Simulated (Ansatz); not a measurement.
Species: hydrogen isocyanide, CHN, net charge 0, singlet state. SMILES: [C-]#[NH+]
Structure (B3LYP-D3(BJ)/def2-TZVP (Ansatz, a quantum-chemistry and plane-wave program) minimum search):
```
N
C 1 1.1640
H 1 0.9974 2 180.00
```
Charge 0, spin multiplicity 1.

Wanted: vertical ionisation energy (to the doublet state of charge +1; each state is the SCF solution reached for its spin; the UHF <S^2> is 1.14 for the doublet (pure: 0.75); for the doublet T1 is 0.064), in eV. Valence correlation only, unless marked. UHF or UKS for open shells. No spin-orbit coupling. Non-relativistic. Basis-set limits of correlation are two-point, X^-3; Hartree-Fock from the larger set.

CCSD(T)/CBS(aug-cc-pVTZ,aug-cc-pVQZ) (Ansatz) gives 12.09 eV.

### Question
Another calculation gave 12.23 eV. Which level was it?
A. PBE0/def2-TZVPD (Ansatz)
B. r2SCAN/def2-TZVPD (Ansatz)
C. B3LYP/def2-TZVPD (Ansatz)

### Answer
C, B3LYP/def2-TZVPD (Ansatz). The others give 11.91 (r2SCAN), 12.04 (PBE0) eV.
